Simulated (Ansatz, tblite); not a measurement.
# (KCl)2 ring (K₂Cl₂): removing an electron

The task here is to estimate one member of a computed series from the others.

Computed with Ansatz 0.2.0, Gaussian basis. Level: as each input shows.

Levels to be run: charge +1 doublet, at the geometry of the singlet (PBE0-D4/def2-TZVP, PBE-D4/def2-TZVP, r2SCAN-D4/def2-TZVP, CCSD(T)/def2-TZVPP); the starting singlet's energies come from earlier runs.

## The relaxed structure

The singlet was relaxed beforehand with PBE0-D4/def2-TZVP.

4 atoms, charge 0, spin multiplicity 1.

Atoms are counted from 1 here; the program's logs count them from 0.

Bond lengths: K1–Cl2 2.880 Å, K1–Cl4 2.880 Å, Cl2–K3 2.879 Å, K3–Cl4 2.880 Å. Angles: Cl2–K1–Cl4 94.1°, K1–Cl2–K3 85.9°, Cl2–K3–Cl4 94.1°, K1–Cl4–K3 85.9°.

Set-up of the first run:

The input, in.yaml:

```yaml
crystal:
  periodic: [false, false, false]
  atoms:
    - {symbol: K, position_ang: [-1.736707, 0.473211, -0.780877]}
    - {symbol: Cl, position_ang: [-0.788897, 0.293091, 1.932234]}
    - {symbol: K, position_ang: [1.736983, -0.472179, 0.780844]}
    - {symbol: Cl, position_ang: [0.788611, -0.294114, -1.932191]}
basis:
  gaussian: {orbitals: def2-SVP}
total_charge: 1
magnetization: {spin_polarized: true, initial_magnetization: 1}
hamiltonian: {xc: pbe0, dispersion: d4}
output: {orbitals: {seedname: orbitals}}
```

On the command line:

```bash
$ ansatz run in.yaml --threads 4 --pin off --events-out ev --progress --plain --max-ram 3916MiB
```

Among the steps run: Charge +1 doublet at the fixed geometry, first pass, PBE0-D4/def2-SVP; Charge +1 doublet at the fixed geometry, PBE0-D4/def2-TZVP; Charge +1 doublet at the fixed geometry, PBE-D4/def2-TZVP; Charge +1 doublet at the fixed geometry, r2SCAN-D4/def2-TZVP; Charge +1 doublet at the fixed geometry, CCSD(T)/def2-TZVPP.

One table of the session follows, with a row left open; its other results are not shown here.

It belongs to the step «Vertical ionisation energy». 

| method | vertical ionisation energy (eV) |
| --- | --- |
| HF/def2-TZVPP | 8.22 |
| PBE-D4/def2-TZVP | ? |
| r2SCAN-D4/def2-TZVP | 8.51 |
| PBE0-D4/def2-TZVP | 8.74 |
| MP2/def2-TZVPP | 9.39 |
| CCSD/def2-TZVPP | 9.18 |
| CCSD(T)/def2-TZVPP | 9.24 |

**Question.** Estimate the row for PBE-D4/def2-TZVP.

**Answer.** vertical ionisation energy (eV): 8.31. In the column «vertical ionisation energy (eV)» it lies between HF/def2-TZVPP (8.22) and r2SCAN-D4/def2-TZVP (8.51).
